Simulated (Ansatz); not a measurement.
# BH (singlet): from Hartree-Fock to the top rungs at distance B1–H2 = 1.481 Å, cc-pVQZ

One table from this session's results is given with a row withheld; the runs are named, their logs left out.

Computed with Ansatz 0.2.0, Gaussian basis. Level: cc-pVQZ, core rule «outside noble gas», up to 1 orbitals frozen.

The runs, in order: UHF; CCSD(T) on RHF; CCSD(T) on UHF; BCCD(T) on RHF; CCSDT(Q) on RHF; CCSDT(Q) on UHF; CASSCF and NEVPT2, 4 electrons in 5 orbitals; Full CI.

14 further runs of the same task are left out: 9 that didn't finish, 5 set aside as unsound or not needed.

## What is computed

The geometry derives from a PBE0/def2-TZVP stationary point (not a proven minimum). One bond is set to the value named and the two fragments are kept rigid.

2 atoms, charge 0, spin multiplicity 1.

Atoms are counted from 1 here; the program's logs count them from 0.

No contacts short enough for the rule that draws bonds.

Coordinates:

```
B     0.00000    0.00000    0.00000
H     0.00000    0.00000    1.48100
```

Set-up of the first run:

Contents of in.yaml:

```yaml
crystal:
  periodic: [false, false, false]
  atoms:
    - {symbol: B, position_ang: [0.000000, 0.000000, 0.000000]}
    - {symbol: H, position_ang: [0.000000, 0.000000, 1.481000]}
basis:
  gaussian: {orbitals: cc-pVQZ}
magnetization: {spin_polarized: true, initial_magnetization: 0}
hamiltonian: {xc: hf}
output: {orbitals: {seedname: orbitals}}
```

Command:

```bash
$ ansatz run in.yaml --threads 1 --pin off --events-out ev --progress --plain --max-ram 2393MiB
```

Among the steps run: UHF; CCSD(T) on RHF; CCSD(T) on UHF; BCCD(T) on RHF; CCSDT(Q) on RHF; CCSDT(Q) on UHF; CASSCF and NEVPT2, 4 electrons in 5 orbitals; Full CI.

One table of the session follows, with a row left open; its other results are not shown here.

| method | from FCI (kcal/mol) |
| --- | --- |
| RHF | +67.50 |
| UHF | +64.56 |
| RMP2 | +17.70 |
| UMP2 | +22.33 |
| RCCSD | +1.90 |
| UCCSD | +2.02 |
| RCCSD(T) | +0.35 |
| UCCSD(T) | +0.38 |
| BCCD(T) | +0.36 |
| RCCSDT | +0.06 |
| UCCSDT | +0.07 |
| RCCSDT(Q) | +0.01 |
| UCCSDT(Q) | +0.02 |
| CASSCF valence | +28.84 |
| NEVPT2 valence | ? |
| FCI | 0 |

Estimate the missing values for NEVPT2 valence.

The run gave: from FCI (kcal/mol): +8.41. In the column «from FCI (kcal/mol)» it lies between UCCSD (+2.02) and RMP2 (+17.70).

Caveats from the session: Restricted and unrestricted rows rest on different reference determinants; where their highest levels disagree by more than a few hundredths of an eV, they describe different states and don't form one ladder.
